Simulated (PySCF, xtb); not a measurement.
fluorine (F2), SMILES FF.

GFN2-xTB (xtb 6.7.1) at its own geometry gives an orbital gap of 4.60 eV and a dipole moment of 0.00 D.

The structure is a stationary point at r2SCAN-D4/def2-TZVPD.

What does B3LYP/def2-TZVPD (PySCF) give? (Estimate from the structure and the level; the computed values follow.)

gap 7.17 eV (levels -11.47 and -4.30 eV), dipole 0.00 D.
